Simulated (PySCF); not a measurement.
PySCF input for CH₃O, SMILES C=[OH+], charge +1, TDA-LC-ωPBE/def2-TZVPD. Coordinates come from a PBE-D3(BJ)/def2-TZVP optimisation. The isomer is the one that the SMILES or the coordinates give; other isomers of the formula were not compared.

```python
import numpy as np
from pyscf import gto, scf, dft, tdscf

mol = gto.M(
    atom='''
    C    -0.03408455   -0.62793890    0.00000000
    O     0.13204191    0.61491295    0.00000000
    H     0.88624112   -1.22795003    0.00000000
    H    -1.03717297   -1.08170313    0.00000000
    H    -0.70089609    1.15798299    0.00000000
    ''',
    basis='def2-TZVPD',
    charge=1,
    spin=0,
    symmetry=True,
    max_memory=1600,
    verbose=4,
)
mf = dft.RKS(mol, xc='lc_wpbe').density_fit(auxbasis='def2-universal-jkfit')
mf.grids.level = 3
mf.conv_tol = 1e-9
mf.max_cycle = 100
mf.kernel()
mf.grids = dft.Grids(mol).set(level=1).build(with_non0tab=True)  # coarser grid for the response kernel
td = tdscf.TDA(mf)
td.singlet = True
td.nstates = 10
td.conv_tol = 1e-4
td.positive_eig_threshold = 1e-6
td.kernel(x0=td.get_init_guess(mf, 15))
td.analyze()
tt = tdscf.TDA(mf)
tt.singlet = False
tt.nstates = 4
tt.conv_tol = 1e-4
tt.positive_eig_threshold = 1e-6
tt.kernel(x0=tt.get_init_guess(mf, 9))
tt.analyze(verbose=3)
```

Log of the run:

```
PySCF version 2.14.0

[INPUT] verbose = 4
[INPUT] num. atoms = 5
[INPUT] num. electrons = 16
[INPUT] charge = 1
[INPUT] spin (= nelec alpha-beta = 2S) = 0
[INPUT] symmetry True subgroup None
[INPUT] Mole.unit = angstrom
[INPUT] Symbol           X                Y                Z      unit          X                Y                Z       unit  Magmom
[INPUT]  1 C     -0.034084550000  -0.627938900000   0.000000000000 AA   -0.064410464579  -1.186632543961   0.000000000000 Bohr   0.0
[INPUT]  2 O      0.132041910000   0.614912950000   0.000000000000 AA    0.249523046864   1.162017065948   0.000000000000 Bohr   0.0
[INPUT]  3 H      0.886241120000  -1.227950030000   0.000000000000 AA    1.674752997128  -2.320489251351   0.000000000000 Bohr   0.0
[INPUT]  4 H     -1.037172970000  -1.081703130000   0.000000000000 AA   -1.959972857102  -2.044122663785   0.000000000000 Bohr   0.0
[INPUT]  5 H     -0.700896090000   1.157982990000   0.000000000000 AA   -1.324501651879   2.188270708005   0.000000000000 Bohr   0.0

nuclear repulsion = 36.8273537141606
point group symmetry = Cs
symmetry origin: [4.44641440e-09 3.33481088e-09 0.00000000e+00]
symmetry axis x: [ 1.00000000e+00 -2.94459518e-09  0.00000000e+00]
symmetry axis y: [2.94459518e-09 1.00000000e+00 0.00000000e+00]
symmetry axis z: [0. 0. 1.]
num. orbitals of irrep A' = 73
num. orbitals of irrep A" = 31
number of shells = 42
number of NR pGTOs = 140
number of NR cGTOs = 104
basis = def2-TZVPD
ecp = {}


[settings echo left out]
init E= -115.224986313772
HOMO (A') = -0.406350210512777  LUMO (A") = -0.0957855024458854  gap/eV = 8.45090
cycle= 1 E= -114.681981972651  delta_E= 0.543  |g|= 0.565  |ddm|= 1.43
HOMO (A') = -0.777984035918067  LUMO (A") = -0.351959852160141  gap/eV = 11.59271
cycle= 2 E= -114.700223103824  delta_E= -0.0182  |g|= 0.601  |ddm|= 0.54
HOMO (A') = -0.811752177478397  LUMO (A") = -0.301231863501213  gap/eV = 13.89197
cycle= 3 E= -114.75959668463  delta_E= -0.0594  |g|= 0.0929  |ddm|= 0.261
HOMO (A') = -0.787602041313193  LUMO (A") = -0.273237810233766  gap/eV = 13.99656
cycle= 4 E= -114.76093874526  delta_E= -0.00134  |g|= 0.0199  |ddm|= 0.0578
HOMO (A') = -0.788823476214155  LUMO (A") = -0.273825367111268  gap/eV = 14.01381
cycle= 5 E= -114.761027950869  delta_E= -8.92e-05  |g|= 0.00386  |ddm|= 0.02
HOMO (A') = -0.788160995196023  LUMO (A") = -0.272934530612429  gap/eV = 14.02003
cycle= 6 E= -114.761032125485  delta_E= -4.17e-06  |g|= 0.00103  |ddm|= 0.00466
HOMO (A') = -0.788322582487854  LUMO (A") = -0.273061888910321  gap/eV = 14.02096
cycle= 7 E= -114.761032489324  delta_E= -3.64e-07  |g|= 0.000213  |ddm|= 0.00147
HOMO (A') = -0.788337699279491  LUMO (A") = -0.273051500686696  gap/eV = 14.02165
cycle= 8 E= -114.761032509363  delta_E= -2e-08  |g|= 3.59e-05  |ddm|= 0.000287
HOMO (A') = -0.788339513244821  LUMO (A") = -0.273050195512499  gap/eV = 14.02174
cycle= 9 E= -114.761032509986  delta_E= -6.23e-10  |g|= 4.68e-06  |ddm|= 5.78e-05
HOMO (A') = -0.788339396355315  LUMO (A") = -0.273050181189604  gap/eV = 14.02173
Extra cycle  E= -114.76103251  delta_E= -1.35e-11  |g|= 1.56e-06  |ddm|= 8.88e-06
converged SCF energy = -114.76103251
tot grids = 17776
Overwritten attributes  positive_eig_threshold  of <class 'pyscf.tdscf.rks.TDA'>


******** <class 'pyscf.tdscf.rks.TDA'> for <class 'pyscf.df.df_jk.DFSymAdaptedRKS'> ********
nstates = 10 singlet
deg_eia_thresh = 1.000e-03
wfnsym = None
conv_tol = 0.0001
eigh lindep = 1e-12
eigh level_shift = 0
eigh max_cycle = 100


Excitation energies (eV)
[ 6.07704884  9.75576958 10.77342696 11.45864945 11.96893173 13.12925878
 13.36889289 13.97137097 14.65332292 14.97114296]

** Singlet excitation energies and oscillator strengths **
Excited State   1:   A"      6.07705 eV    204.02 nm  f=0.0005
       8 -> 9        -0.70391
Excited State   2:   A"      9.75577 eV    127.09 nm  f=0.0013
       6 -> 9        -0.70183
Excited State   3:   A'     10.77343 eV    115.08 nm  f=0.2794
       7 -> 9        -0.64236
       8 -> 10        0.19296
Excited State   4:   A'     11.45865 eV    108.20 nm  f=0.0026
       7 -> 9         0.19121
       8 -> 10        0.64936
       8 -> 14       -0.10205
Excited State   5:   A"     11.96893 eV    103.59 nm  f=0.0242
       5 -> 9         0.69359
Excited State   6:   A"     13.12926 eV     94.43 nm  f=0.0306
       7 -> 10        0.67397
       7 -> 11        0.10632
       7 -> 18       -0.11341
Excited State   7:   A'     13.36889 eV     92.74 nm  f=0.1735
       8 -> 11        0.66998
       8 -> 21       -0.10600
Excited State   8:   A'     13.97137 eV     88.74 nm  f=0.1280
       8 -> 12        0.63110
       8 -> 14        0.15150
       8 -> 15       -0.18068
Excited State   9:   A"     14.65332 eV     84.61 nm  f=0.0038
       8 -> 13       -0.68394
Excited State  10:   A'     14.97114 eV     82.82 nm  f=0.0697
       6 -> 10        0.30158
       6 -> 11        0.11329
       8 -> 11       -0.10773
       8 -> 12       -0.18583
       8 -> 14        0.52928
       8 -> 16        0.13274
       8 -> 18       -0.11783

** Transition electric dipole moments (AU) **
state          X           Y           Z        Dip. S.      Osc.
  1         0.0000      0.0000      0.0559      0.0031      0.0005
  2        -0.0000      0.0000     -0.0734      0.0054      0.0013
  3         0.0173      1.0287      0.0000      1.0585      0.2794
  4        -0.0589     -0.0760      0.0000      0.0092      0.0026
  5        -0.0000      0.0000     -0.2872      0.0825      0.0242
  6        -0.0000      0.0000     -0.3085      0.0952      0.0306
  7        -0.7259      0.0537     -0.0000      0.5298      0.1735
  8         0.1580      0.5906      0.0000      0.3738      0.1280
  9         0.0000     -0.0000     -0.1035      0.0107      0.0038
 10        -0.4150     -0.1331      0.0000      0.1899      0.0697

** Transition velocity dipole moments (imaginary part, AU) **
state          X           Y           Z        Dip. S.      Osc.
  1         0.0000      0.0000     -0.0221      0.0005      0.0015
  2        -0.0000      0.0000     -0.0274      0.0007      0.0014
  3        -0.0324      0.1513      0.0000      0.0240      0.0403
  4        -0.0141      0.0197      0.0000      0.0006      0.0009
  5        -0.0000      0.0000     -0.0379      0.0014      0.0022
  6         0.0000      0.0000     -0.1688      0.0285      0.0394
  7        -0.3212      0.0321      0.0000      0.1042      0.1414
  8         0.1041      0.2686      0.0000      0.0830      0.1078
  9        -0.0000     -0.0000     -0.0547      0.0030      0.0037
 10        -0.1803     -0.1018      0.0000      0.0429      0.0520

** Transition magnetic dipole moments (imaginary part, AU) **
state          X           Y           Z
  1        -0.1250      1.2890      0.0000
  2        -1.0756     -0.3673     -0.0000
  3        -0.0000      0.0000     -0.3626
  4         0.0000      0.0000     -1.1211
  5        -1.0932      0.2171      0.0000
  6         0.0290      0.1263      0.0000
  7        -0.0000     -0.0000      0.5149
  8        -0.0000     -0.0000      0.4449
  9        -0.1626      0.0003     -0.0000
 10         0.0000     -0.0000      1.1479


******** <class 'pyscf.tdscf.rks.TDA'> for <class 'pyscf.df.df_jk.DFSymAdaptedRKS'> ********
nstates = 4 triplet
deg_eia_thresh = 1.000e-03
wfnsym = None
conv_tol = 0.0001
eigh lindep = 1e-12
eigh level_shift = 0
eigh max_cycle = 100


Excitation energies (eV)
[ 5.18877909  6.45315385  8.68042675 10.57691206]

** Triplet excitation energies and oscillator strengths **
Excited State   1:   A"      5.18878 eV    238.95 nm  f=0.0000
Excited State   2:   A'      6.45315 eV    192.13 nm  f=0.0000
Excited State   3:   A"      8.68043 eV    142.83 nm  f=0.0000
Excited State   4:   A"     10.57691 eV    117.22 nm  f=0.0000
```

Self-consistency was reached.

Cost: very roughly 21 core-seconds.
